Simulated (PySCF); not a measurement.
Compound: C₄H₅N.
Structure used (PBE0-D3(BJ)/def2-TZVP), in Å, numbered top down from 1:
```
atom  x, y, z in Å
C1    -1.697   -0.327   -0.237
C2    -0.507   -0.163    0.317
C3     0.662    0.456   -0.393
C4     1.829   -0.416   -0.397
N5     2.742   -1.115   -0.389
H6    -1.892   -0.033   -1.263
H7    -2.519   -0.763    0.317
H8    -0.330   -0.473    1.343
H9     0.401    0.697   -1.427
H10    0.952    1.394    0.094
```

The closed-shell ground state was solved at several levels (PySCF, density fitting, gas phase, non-relativistic). Isolated species at its PBE0-D3(BJ)/def2-TZVP geometry (one conformer only).

| level | basis functions | HOMO (eV) | LUMO (eV) | gap (eV) | dipole (D) |
| --- | --- | --- | --- | --- | --- |
| PBE0/pcSseg-2 | 250 | -8.31 | -0.51 | 7.80 | 4.03 |
| B97-2/pcSseg-2 | 250 | -8.04 | -0.55 | 7.49 | 4.02 |
| wB97X-D/pcSseg-2 | 250 | -10.18 | 1.32 | 11.50 | 4.05 |

**Question.** Estimate the row for KT3/pcSseg-2, a basis of 250 functions; the other rows only guide the guess.

**Answer.** HOMO -7.15 eV, LUMO -1.48 eV, gap 5.67 eV, dipole 3.91 D.

**Question.** Over all these levels, which gives the widest orbital gap and which the narrowest?

**Answer.** wB97X-D/pcSseg-2 (range-separated hybrid) has the widest, 11.50 eV, and KT3/pcSseg-2 (GGA) the narrowest, 5.67 eV. From the narrowest to the widest the HOMO moves by -3.03 eV and the LUMO by +2.80 eV.

**Question.** In the pcSseg-2 basis, how does the gap go with the fixed share of exact exchange?

**Answer.** KT3 (0 %) 5.67 eV; B97-2 (21 %) 7.49 eV; PBE0 (25 %) 7.80 eV. Each rise in the share widens the gap here.

**Question.** How far do the dipole and the HOMO energy spread over the levels?

**Answer.** The dipole runs from 3.91 to 4.05 D (mean 4.00 D) and the HOMO from -10.18 to -7.15 eV.
